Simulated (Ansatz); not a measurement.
Process, species as SMILES: Cl[O] (O-Cl) → ClO+ (triplet, bonded as [O]Cl) + e-
B3LYP-D3(BJ)/def2-TZVP geometries, fixed; electronic energies without zero-point terms.

Energies in hartree at MP2 with Ansatz (a program for electronic structure); the adiabatic ionisation energy is their sum with the coefficients shown, times 27.2114 eV a hartree. All functions are spherical. Cores are frozen. Open shells are unrestricted. No added dispersion term, no relativity.

```tsv
species	coefficient	part	cc-pV(D+d)Z	cc-pV(T+d)Z	cc-pV(Q+d)Z
[O]Cl (O-Cl)	-1	Hartree-Fock	-534.26039	-534.30577	-534.31608
[O]Cl (O-Cl)	-1	correlation	-0.28583	-0.38451	-0.42111
ClO+ (triplet, bonded as [O]Cl)	+1	Hartree-Fock	-533.87782	-533.92942	-533.93986
ClO+ (triplet, bonded as [O]Cl)	+1	correlation	-0.28903	-0.37302	-0.40419
```

Task: Predict the adiabatic ionisation energy in cc-pV(5+d)Z (X = 5): let each Hartree-Fock step shrink by the ratio of the last two, and fit each correlation energy at X = 3 and 4 to E + A/X^3. Compare with the run.

Result: 
- [O]Cl (O-Cl): steps -0.04538 and -0.01031, ratio 0.227, so Hartree-Fock -534.31842 (run: -534.31853); A = (-0.38451 - (-0.42111))/(1/27 - 1/64) = 1.7093, correlation -0.42111 - A/64 + A/125 = -0.43414 (run: -0.43664).
- ClO+ (triplet, bonded as [O]Cl): steps -0.05160 and -0.01044, ratio 0.202, so Hartree-Fock -533.94197 (run: -533.94222); A = (-0.37302 - (-0.40419))/(1/27 - 1/64) = 1.4557, correlation -0.40419 - A/64 + A/125 = -0.41529 (run: -0.41757).
Predicted 10.757 eV; the run in cc-pV(5+d)Z gives 10.759, a miss of -0.002. Keeping the value in cc-pV(Q+d)Z, 10.698, would miss by -0.061. All sums are of the energies as printed.
